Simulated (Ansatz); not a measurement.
## InH$_{2}$⁺, triplet in def2-TZVPP: errors against full CI

Geometry: a point of a stretch scan, not a stationary point.

```yaml
atoms:
  - { symbol: In, position_ang: [0.0000, -0.0010, -0.0291] }
  - { symbol: H, position_ang: [0.0000, 1.2624, 1.7389] }
  - { symbol: H, position_ang: [0.0000, -1.1443, 1.5708] }
```

Basis def2-TZVPP with its core potentials; Ansatz 0.2.0. Correlated methods freeze the noble-gas cores and the filled d shells of p-block atoms, which leaves 4 electrons in 69 orbitals. Prefix R: restricted or restricted open-shell reference; prefix U: unrestricted. Active spaces: pair = (4e, 4o) about the gap; valence = (4e, 6o) chosen from the atoms' valence shells. No spin–orbit coupling is included; scalar relativity enters through the core potentials alone.

Full CI is exact within this basis and frozen core; it isn't the basis-set limit. The frozen core follows each run's orbitals, which can shift R against U totals by a few meV for light atoms and by up to 0.1 eV past Ca.

The UHF ⟨S²⟩ is 2.074. The T1 diagnostic (RCCSD) is 0.0568 and the largest doubles amplitude (RCCSD) is 0.068.

```
                   level  E − E(full CI) (kJ/mol)  share of correlation (%)  wall time
                     RHF                    164.0                      0.00          –
                    RMP2                     43.0                     73.80          –
                   RCCSD                      3.3                     97.97          –
                RCCSD(T)                      0.8                     99.52        2 s
                 BCCD(T)                      0.9                     99.48      2.6 s
                  RCCSDT                     -0.1                    100.04          –
               RCCSDT(Q)                     -0.1                    100.05       33 s
     CASSCF (pair space)                     95.1                     42.00          –
     NEVPT2 (pair space)                     35.7                     78.21      3.2 s
  CASSCF (valence space)                     52.9                     67.76          –
  NEVPT2 (valence space)                     14.7                     91.06      2.5 s
  MRCISD (valence space)                      1.4                     99.15          –
MRCISD+Q (valence space)                      0.6                     99.61      3.5 s
```

The correlation energy at full CI, counted from RHF, is -1.700 eV. That run took 16 s on 1 thread of Arm Neoverse V2, shared host over 2,790,500 determinants.

Run but not shown, since their state, orbitals or frozen core can't be matched to the reference's or they repeat it: UHF, UMP2, UCCSD, UCCSD(T), UCCSDT, UCCSDT(Q).

Times hold each run's SCF and search for its determinant on a shared host, so for small cases they say little of a method's own cost; they ran on 1 thread of Arm Neoverse V2.

The full-CI state has the irrep A' of Cs, in the program's axes.

Natural occupations of full CI about the gap: 1.915 1.000 0.986 0.034 0.026 0.019 0.005 0.003 0.003 0.002; effectively unpaired electrons, Σ n²(2−n)², 2.04.
